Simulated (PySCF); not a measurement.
Species: 2-chloroacrylonitrile, `C=C(Cl)C#N`. The columns A, B, C and D hold Mulliken, IAO, Hirshfeld and ESP-fitted charges (e) of one PBE0/pcSseg-1 density (PySCF), in a shuffled order. Coordinates in Å (GFN2-xTB); the density's dipole moment is (-3.49, 0.37, 0.52) D.

```json
{"atom": "C1", "x": "-1.056", "y": "-0.202", "z": "0.122", "A": "-0.062", "B": "-0.271", "C": "-0.231", "D": "+0.030"}
{"atom": "C2", "x": "0.143", "y": "0.359", "z": "0.013", "A": "+0.035", "B": "-0.040", "C": "-0.173", "D": "-0.307"}
{"atom": "Cl3", "x": "0.405", "y": "2.071", "z": "0.156", "A": "+0.003", "B": "+0.008", "C": "0.000", "D": "-0.013"}
{"atom": "C4", "x": "1.327", "y": "-0.378", "z": "-0.228", "A": "+0.071", "B": "+0.136", "C": "+0.473", "D": "+0.217"}
{"atom": "N5", "x": "2.293", "y": "-0.962", "z": "-0.424", "A": "-0.190", "B": "-0.204", "C": "-0.437", "D": "-0.224"}
{"atom": "H6", "x": "-1.938", "y": "0.386", "z": "0.306", "A": "+0.069", "B": "+0.184", "C": "+0.185", "D": "+0.147"}
{"atom": "H7", "x": "-1.170", "y": "-1.268", "z": "0.028", "A": "+0.075", "B": "+0.187", "C": "+0.184", "D": "+0.149"}
```

Which column most likely holds the ESP-fitted charges?

C. Σ q r misses the density's dipole by 0.06 D (C), 0.74 D (B), 1.07 D (D), 1.15 D (A). Charges fitted to the outside potential are the only set here that is tied to the molecule's multipoles.

And the Hirshfeld charges?

A. The mean sizes are 0.072 e (A), 0.147 e (B), 0.155 e (D), 0.240 e (C), and Hirshfeld charges are commonly the smallest of these schemes.

As computed, A = Hirshfeld, B = IAO, C = ESP-fitted, D = Mulliken. Hydrogens on carbon: Hirshfeld +0.07 to +0.07, IAO +0.18 to +0.19, ESP-fitted +0.18 to +0.18, Mulliken +0.15 to +0.15 e.

The Hirshfeld scheme divides the density at each point in proportion to the densities of the neutral, spherically averaged free atoms. The ESP scheme fits charges at the nuclei, held to the total charge, to the electrostatic potential on points at 1.4 to 2.0 times the van der Waals radii.

Geometry: GFN2-xTB; no solvent, vibrations or thermal averaging.

These values come from a run that also computed NMR shieldings. Hardware: Arm Neoverse V2, one thread, shared host. Cost: 6.1 s wall.
